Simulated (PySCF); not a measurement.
# `CCC[C@@H](C)Cl`, C5H11Cl

Molfile (atoms numbered from 1):
```
C5H11Cl
     RDKit          3D

 17 16  0  0  0  0  0  0  0  0999 V2000
    2.5261   -0.8516   -0.0533 C   0  0  0  0  0  0  0  0  0  0  0  0
    1.3072   -1.0684    0.8283 C   0  0  0  0  0  0  0  0  0  0  0  0
   -0.0051   -0.8806    0.0829 C   0  0  0  0  0  0  0  0  0  0  0  0
   -1.2553   -1.0671    0.9232 C   0  0  1  0  0  0  0  0  0  0  0  0
   -2.5360   -0.7695    0.1747 C   0  0  0  0  0  0  0  0  0  0  0  0
   -1.3290   -2.7671    1.5492 Cl  0  0  0  0  0  0  0  0  0  0  0  0
    3.4609   -0.9993    0.5079 H   0  0  0  0  0  0  0  0  0  0  0  0
    2.5345   -1.5546   -0.9018 H   0  0  0  0  0  0  0  0  0  0  0  0
    2.5472    0.1679   -0.4714 H   0  0  0  0  0  0  0  0  0  0  0  0
    1.3264   -2.0825    1.2587 H   0  0  0  0  0  0  0  0  0  0  0  0
    1.3376   -0.3743    1.6870 H   0  0  0  0  0  0  0  0  0  0  0  0
   -0.0478    0.1406   -0.3386 H   0  0  0  0  0  0  0  0  0  0  0  0
   -0.0544   -1.5708   -0.7777 H   0  0  0  0  0  0  0  0  0  0  0  0
   -1.1914   -0.4464    1.8305 H   0  0  0  0  0  0  0  0  0  0  0  0
   -2.5373    0.2791   -0.1630 H   0  0  0  0  0  0  0  0  0  0  0  0
   -3.4151   -0.9301    0.8139 H   0  0  0  0  0  0  0  0  0  0  0  0
   -2.6283   -1.4183   -0.7092 H   0  0  0  0  0  0  0  0  0  0  0  0
  1  2  1  0
  2  3  1  0
  3  4  1  0
  4  5  1  0
  4  6  1  0
  1  7  1  0
  1  8  1  0
  1  9  1  0
  2 10  1  0
  2 11  1  0
  3 12  1  0
  3 13  1  0
  4 14  1  1
  5 15  1  0
  5 16  1  0
  5 17  1  0
M  END
```

Method used: TDDFT CAM-B3LYP/def2-TZVPD excited states, vertical, gas phase (PySCF 2.14.0). Geometry: PBE0-D3(BJ)/def2-SVP.

Question: How strongly do the lowest singlets absorb one photon, and two photons of half the energy?

Answer: δ for parallel linear polarisation; σ at the peak of a Lorentzian of half width 0.1 eV, single beam; Ω is circular over linear.
| state | E (eV) | f | photon λ (nm) | δ (au) | σ (GM) | Ω | main |
| --- | --- | --- | --- | --- | --- | --- | --- |
| S1 | 7.18 | 0.002 | 346 | 4.81 | 0.09 | 0.89 | HOMO→LUMO+2 0.30, HOMO→LUMO+4 0.19 |
| S2 | 7.22 | 0.002 | 344 | 4.91 | 0.09 | 1.48 | HOMO−1→LUMO+2 0.30, HOMO−1→LUMO+4 0.19 |
| S3 | 7.84 | 0.036 | 316 | 40.1 | 0.90 | 0.56 | HOMO→LUMO 0.69 |
| S4 | 7.89 | 0.045 | 314 | 23.4 | 0.53 | 1.47 | HOMO−1→LUMO 0.69 |
| S5 | 8.40 | 0.010 | 295 | 32.9 | 0.85 | 0.94 | HOMO→LUMO+3 0.55, HOMO→LUMO+4 0.14 |
| S6 | 8.44 | 0.041 | 294 | 44.3 | 1.16 | 0.60 | HOMO−1→LUMO+3 0.60, HOMO−1→LUMO+4 0.13 |

Among these, the strongest one-photon state is S4, the strongest two-photon state S6, with a dipole change of 3.0 D (relaxed, norm of the difference vector).
